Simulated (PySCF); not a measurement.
AlP⁺ at BP86

Level: BP86. Al pcseg-1, P pcseg-1; no relativity (PySCF 2.14).

For AlP⁺, the state is ⁴Σ⁻ (quartet), unpaired electrons σ ↑, π ↑↑ and the bond length is 0.2492 nm. The harmonic wavenumber is 265 cm⁻¹. The force constant is 0.594 mdyn/Å, the rotational constant Be is 0.1882 cm⁻¹ and the anharmonicity ωexe is 4.00 cm⁻¹. The vibration–rotation constant αe is 0.00284 cm⁻¹. The well depth De to Al⁺ + P is 0.77 eV. The dissociation energy D0 is 0.76 eV, the bond order (Mayer) is 0.98 and the dipole moment (positive dipole points towards P; it is taken about the centre of mass and depends on that origin) is -3.29 D.

For an ion De counts to the pair picked by the measured ionisation energies or electron affinities, which need not be the lowest pair at this level. The state is the lowest determinant that a PBE0 search found; another state may lie lower at other levels.
